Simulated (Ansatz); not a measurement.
The input, for Ansatz 0.2.0:

```yaml
crystal:
  periodic: [false, false, false]
  atoms:
    - {symbol: O, position_ang: [0.000000, -0.078461, 0.000000]}
    - {symbol: H, position_ang: [0.000000, 0.622723, -0.655010]}
    - {symbol: H, position_ang: [0.000000, 0.622723, 0.655010]}
basis:
  gaussian: {orbitals: 6-31G}
hamiltonian: {pseudopotentials: {relativity: scalar}}
correlation: {active_space: {window: {electrons: 8, orbitals: 12}, states: [{multiplicity: 1, weights: [1, 1, 1, 1]}, {multiplicity: 3, weights: [1]}], fixed_orbitals: true}}
accuracy: high
```

```sh
$ ansatz run in.yaml --threads 1 --pin off --events-out ev --progress --plain --max-ram 2393MiB
```

Log:

```
226 factors; integrals over basis functions are off by at most 3.0e-9 eV
mean field evaluation 1: about -2066.7023 eV, gradient 3.0e1 eV
mean field evaluation 2: about -2066.7020 eV, gradient 3.0e1 eV
mean field evaluation 4: about -2068.4628 eV, gradient 1.3e0 eV
mean field evaluation 8: about -2068.4690 eV, gradient 3.2e-3 eV
mean field -2068.46903718 eV, -76.0148350579 hartree, gradient 1.6e-8 eV, S^2 0.000000; 0 other end points of the search recorded, 0 dependent functions left out
reference -2068.46903718 eV, -76.0148350579 hartree; 5, 5 occupied and 8, 8 virtual orbitals, 226 factors
state -2072.22629212 eV, -76.1529116300 hartree
state -2063.92900254 eV, -75.8479918620 hartree
state -2061.55494524 eV, -75.7607468655 hartree
state -2060.47577786 eV, -75.7210881958 hartree
state -2064.64445490 eV, -75.8742842513 hartree
Total energy: -2064.56609453 eV, -75.8714045609 hartree
Relativity: scalar
```

Natural occupations, averaged over the states: 1.9852 1.9612 1.7830 1.3879 0.6020 0.2270 0.0153 0.0125 0.0107 0.0092 0.0042 0.0019.

Ran on 1 thread of Arm Neoverse V2, shared host: 2.8 s wall, 0.14 GiB peak host memory.
